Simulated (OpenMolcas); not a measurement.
**doublet [NH3]+: UHF/STO-3G**

Wanted: a single-point energy of doublet [NH3]+. 

Program for the calculation: OpenMolcas 26.06.

### Step 1. The structure to begin with

The species is [NH3]+ (4 atoms), meant as a doublet with charge +1. As SMILES of the parent species, `N`. Geometry: relaxed at GFN2-xTB. That shape belongs to the parent species and isn't relaxed for this state.

Bond lengths: N1–H2 1.013 Å, N1–H3 1.013 Å, N1–H4 1.013 Å. Angles: H2–N1–H3 107.7°, H2–N1–H4 107.7°, H3–N1–H4 107.7°.

### Step 2. A single-point energy at UHF/STO-3G

Input file step1.input:

```
&GATEWAY
  BASLIB=$CurrDir
  BASISSET
  N.STO-3G....
  N1 -0.068160 0.242830 0.108060 angstrom
  End of Basis
  BASISSET
  H.STO-3G....
  H2 0.491930 -0.300470 0.753380 angstrom
  H3 -0.891960 -0.300620 -0.118350 angstrom
  H4 0.468190 0.358250 -0.743090 angstrom
  End of Basis

&SEWARD

&SCF
  UHF
  CHARGE=1
  SPIN=2
  SCRAMBLE=0.25
  PRORBITALS=1 1
```

The basis set STO-3G is read from a file made from the Basis Set Exchange's data (not shown).

Launch:

```bash
$ export MOLCAS_MEM=1860
$ pymolcas step1.input > step1.log
```

**Question.** What will come out? Wanted: total energy; HOMO energy; LUMO energy; ⟨S²⟩.

**Answer.** As computed:

At UHF/STO-3G:

| quantity | value |
| --- | --- |
| total energy | -55.17577 Eh |
| HOMO energy (highest over α and β) | -26.76 eV |
| LUMO energy (lowest over α and β) | -5.67 eV |
| ⟨S²⟩ | 0.757 |

**Reading.** Mulliken charges run from -0.13 on N1 to +0.38 on H2; they depend strongly on the basis.
